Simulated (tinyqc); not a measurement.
Starting guesses with DIIS over 6 matrices: SCF starting guesses in the sto-6g basis, for BH2+, spin multiplicity 1. Computed by the program tinyqc with PySCF. RHF with one setting changed at a time; a run stops when the energy changes by less than 1e-09 hartree and the error matrix is below 1e-5. Starts: the lowest orbitals of the core Hamiltonian, of the Wolfsberg-Helmholz matrix (K = 1.75), projected atomic densities, random orbitals, and the highest orbitals of the core Hamiltonian (a deliberately bad start).

Geometry (angstrom):
```
atom       x        y       z
B     0.0000   0.0000  0.0000
H     0.0000   1.4510  0.5540
H     0.0000  -1.4510  0.5540
```

lowest restricted solution found by these runs and by PySCF = -25.299975 hartree

Largest element of the error matrix X^T (FDS - SDF) X:
```
iteration     core  Wolfsberg-Helmholz  atomic densities   random  highest core orbitals
1          4.3e-01             2.7e-01           2.4e-01  4.3e+00                1.1e-01
2          6.0e-02             7.0e-02           7.1e-02  3.3e-01                2.9e-01
3          2.2e-02             2.2e-02           2.3e-02  1.6e-01                2.8e-01
4          2.6e-03             2.5e-03           3.2e-03  6.9e-02                2.8e-01
5          3.7e-04             2.4e-04           5.4e-04  2.3e-02                2.8e-01
6          3.7e-05             2.1e-05           4.4e-05  6.1e-03                2.9e-01
8          8.8e-08                   -           4.3e-08  1.4e-04                2.9e-01
10               -                   -                 -  5.3e-06                3.1e-01
14               -                   -                 -        -                3.0e-02
```

How each run ends:
```
run                    iterations  E (hartree)         state
core                            8   -25.299975  lowest found
Wolfsberg-Helmholz              7   -25.299975  lowest found
atomic densities                8   -25.299975  lowest found
random                         11   -25.299975  lowest found
highest core orbitals          18   -25.299975  lowest found
```

What does the comparison show, and why?

5 of 5 runs reach the lowest restricted solution found, in 7 to 18 iterations (fastest: Wolfsberg-Helmholz). The first errors are 4e-01, 3e-01, 2e-01, 4e+00, 1e-01; the deliberately bad start has the smallest one, so a small first error does not mark a good start.
